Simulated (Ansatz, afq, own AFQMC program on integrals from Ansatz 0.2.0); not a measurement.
Two steps: Ansatz 0.2.0 writes the Fock matrix and Cholesky factors of the valence space, and afq projects on them the lowest state that overlaps trial and start.

```yaml
crystal:
  periodic: [false, false, false]
  atoms:
    - {symbol: B, position_ang: [0.000000, 1.527222, 0.299579]}
    - {symbol: Ge, position_ang: [0.000000, -0.162376, 1.179334]}
    - {symbol: Ga, position_ang: [0.000000, -0.105776, -1.273239]}
    - {symbol: H, position_ang: [0.000000, 2.638250, -0.130505]}
basis:
  gaussian: {orbitals: cc-pVDZ}
magnetization: {spin_polarized: false, initial_magnetization: 1}
correlation: {method: ccsd_t, electrons: outside_noble_gas, hamiltonian_folder: ham}
```

```sh
$ ansatz run in.yaml --threads 1 --pin off --events-out ev --progress --plain --max-ram 1843MiB
```

afq runs on the folder ham with

```
--method free --trial cisd --walkers 60 --time-step 0.03 --max-blocks 80 --target-error 0.0004 --factor-cut 1e-05 --seed 8025 --times 0,0.21,0.42,0.81,1.2,1.8,2.4,3 --taylor-order 8
```

Times are imaginary, in 1/Eh. The walk had a cap of 2099 s. Filled inner d shells are frozen with the cores.

```
orbitals 44  electrons 6 5  factors 382 of 830
reference energy -4023.73530840 Eh
CCSD correlation -0.24261732 Eh in 15 cycles, weight of the determinant in the CISD state 0.8204
repeat  energy at the last time / Eh  error
    10  -4023.994237  0.002574
    20  -4023.994771  0.001418
    30  -4023.994535  0.001224
    40  -4023.995329  0.001062
    50  -4023.995235  0.000926
    60  -4023.995911  0.000868
    70  -4023.995600  0.000821
    80  -4023.995170  0.000741
time / (1/Eh)  energy / Eh  error  mean overlap
  0.00  -4023.977992  0.000235  1.2176
  0.21  -4023.982985  0.000286  1.2174
  0.42  -4023.986274  0.000293  1.2196
  0.81  -4023.989971  0.000407  1.2297
  1.20  -4023.992085  0.000420  1.2330
  1.80  -4023.994365  0.000537  1.2226
  2.40  -4023.994592  0.000646  1.2400
  3.00  -4023.995170  0.000741  1.2552
energy -4023.995170 +/- 0.000741 Eh
```

(1) Estimate how long the walk took on 1 thread of Arm Neoverse V1, with other jobs on the host.

The run passed its tests (error under three times the target), which doesn't prove that it has relaxed.

Against this walk (error 20.2 meV) on the same determinant: CCSD(T) 49.7 meV higher, CCSDT(Q) 22.8 meV lower (within the noise). The error is statistical, and a free projection of finite length keeps a remainder of its start. The last points still move (meV from the last: 141 ± 11 at 0.81, 84 ± 11 at 1.20, 22 ± 15 at 1.80, 16 ± 18 at 2.40, 0 ± 20 at 3.00), but the last one has reached CCSDT(Q) within the noise or passed it, so little can be left to fall.

Cautions: remainder of the start not in the error; error above the target (20.2 against 10.9 meV); no relativity below Rb; no spin-orbit coupling; inner d shell frozen; (T) is large, 6 % of the CCSD correlation.

## Answers

(1) 7.8 min of wall time.

CCSDT and higher add their correlation energy to the determinant of the CCSD(T) run, since their own runs factorise the integrals more tightly (a shift of under 2 meV). A walk keeps the symmetry of its determinant, which the program's search chose and which needn't be the lowest solution, so a lower state of the same spin and another symmetry isn't excluded.
